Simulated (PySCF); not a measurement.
C₅H₇N.
InChI=1S/C5H7N/c1-3-5(2)4-6/h3-4,6H,1-2H2/b6-4+

Computed with PySCF 2.14.0, density-fitted response routines, TDDFT wB97X-D/def2-SVPD, vertical, gas phase, core orbitals frozen in the response. One conformer (not necessarily the lowest) at the PBE0-D3(BJ)/def2-SVP geometry, without solvent, vibrations or thermal averaging. Torsions of this conformer, `[H]/[N:6]=[CH:5]/[C:3]([CH:2]=[CH2:1])=[CH2:4]`: C1–C2–C3–C4 176°, C2–C3–C5–N6 172°.

Computed states:

```json
{"state": "S1", "E (eV)": "4.64", "f": "0.0024"}
{"state": "S2", "E (eV)": "5.06", "f": "0.183"}
{"state": "S3", "E (eV)": "6.13", "f": "0.349"}
{"state": "S4", "E (eV)": "6.64", "f": "0.206"}
{"state": "S5", "E (eV)": "6.72", "f": "0.0085"}
{"state": "S6", "E (eV)": "7.08", "f": "0.0081"}
{"state": "S7", "E (eV)": "7.17", "f": "0.0004"}
{"state": "S8", "E (eV)": "7.52", "f": "0.017"}
{"state": "S9", "E (eV)": "7.69", "f": "0.026"}
{"state": "S10", "E (eV)": "7.81", "f": "0.027"}
```

Each state is given a Gaussian of 0.3 eV full width at half maximum, with ε(max) = 2.175×10⁸ f / Δν̃ (Δν̃ the width in cm⁻¹). The width is an assumption, not a result. The curve ends short of the highest state used, and states not computed would add to its high-energy end.

Question: What does the envelope look like, and where are its maxima?

Answer: 
E (eV), ε (L mol⁻¹ cm⁻¹) and a bar:
```
     4.19          0 
     4.32          9 
     4.45         69 
     4.58        205 
     4.72        677 #
     4.85       4461 ####
     4.98      13711 ##############
     5.11      15052 ###############
     5.24       5835 ######
     5.37        799 #
     5.50         39 
     5.63         17 
     5.76        505 #
     5.90       6495 ######
     6.03      23584 #######################
     6.16      30245 ##############################
     6.29      14068 ##############
     6.42       6153 ######
     6.55      14489 ##############
     6.68      18521 ##################
     6.81       8626 #########
     6.94       1837 ##
     7.08        832 #
     7.21        554 #
```

Maxima: 245 nm (5.06 eV), ε about 16000, made up of S2 (100%); 202 nm (6.13 eV), ε about 31000, made up of S3 (100%); 187 nm (6.65 eV), ε about 19000, made up of S4 (97%) (ε in L mol⁻¹ cm⁻¹; maxima over ε = 5, shares over 10%).

Question: What would ε be at 6.13 eV, the highest of these maxima, with half the width (0.15 eV)?

Answer: About 62500 L mol⁻¹ cm⁻¹ against 31300, a factor of about 2.00; a lone state at its own centre would give exactly 2.

Question: Coming from long wavelengths, where does ε first pass 100 L mol⁻¹ cm⁻¹?

Answer: At about 276 nm (4.49 eV), 0.16 eV below S1.

Question: On this curve, what absorbance would a 10⁻⁵ mol/L sample give at 248 nm over a 1 cm path?

Answer: 248 nm is 4.999 eV, where ε is about 15000 L mol⁻¹ cm⁻¹, so A = ε c l ≈ 0.15 (Beer–Lambert, with the gas-phase spectrum and the assumed width).
